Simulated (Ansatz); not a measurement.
The input, for Ansatz 0.2.0:

```yaml
crystal:
  periodic: [false, false, false]
  atoms:
    - {symbol: Mo, position_ang: [0.000000, 0.000000, 0.000000]}
    - {symbol: O, position_ang: [0.000000, 0.000000, 1.623000]}
basis:
  gaussian: {orbitals: def2-SVP}
total_charge: 1
magnetization: {spin_polarized: true, initial_magnetization: 1}
correlation: {method: ccsd_t, electrons: valence}
accuracy: high
```

```sh
$ ansatz run in.yaml --threads 1 --pin off --events-out ev --progress --plain --max-ram 2393MiB
```

The program prints:

```
860 factors; integrals over basis functions are off by at most 3.4e-9 eV
mean field evaluation 1: about -3843.9245 eV, gradient 6.2e1 eV
mean field evaluation 2: about -3844.0278 eV, gradient 6.2e1 eV
mean field evaluation 4: about -3860.2144 eV, gradient 5.0e0 eV
mean field evaluation 8: about -3860.4916 eV, gradient 8.5e-1 eV
mean field evaluation 16: about -3862.1252 eV, gradient 7.3e0 eV
mean field evaluation 32: about -3863.9198 eV, gradient 7.2e-4 eV
mean field evaluation 64: about -3863.9203 eV, gradient 1.9e-7 eV
mean field evaluation 96: about -3857.5457 eV, gradient 2.8e1 eV
mean field evaluation 128: about -3860.3721 eV, gradient 7.7e-1 eV
mean field evaluation 160: about -3860.3963 eV, gradient 3.3e-1 eV
...
cycle  20  -12.59781790 eV  change   -2.5e-9 eV  update   1.7e-8
cycle  21  -12.59781790 eV  change   -2.2e-9 eV  update   1.1e-8
cycle  22  -12.59781791 eV  change   -1.1e-8 eV  update   6.8e-9
cycle  23  -12.59781791 eV  change   -2.1e-9 eV  update   4.5e-9
cycle  24  -12.59781792 eV  change   -3.9e-9 eV  update   3.7e-9
cycle  25  -12.59781792 eV  change   5.9e-10 eV  update   3.3e-9
cycle  26  -12.59781792 eV  change   -1.8e-9 eV  update   3.1e-9
cycle  27  -12.59781792 eV  change    1.6e-9 eV  update   2.9e-9
cycle  28  -12.59781792 eV  change  -8.6e-10 eV  update   2.7e-9
cycle  29  -12.59781792 eV  change    1.7e-9 eV  update   2.4e-9
perturbative correction -0.79243357 eV, -0.0291213966 hartree
WARN: the results are in doubt because among natural orbitals the method converges to other amplitudes
Total energy: -3877.31000798 eV, -142.4885146582 hartree
In doubt: among natural orbitals the method converges to other amplitudes
```

Ran on 1 thread of Arm Neoverse V1, shared host: 90 s wall, 0.21 GiB peak host memory.
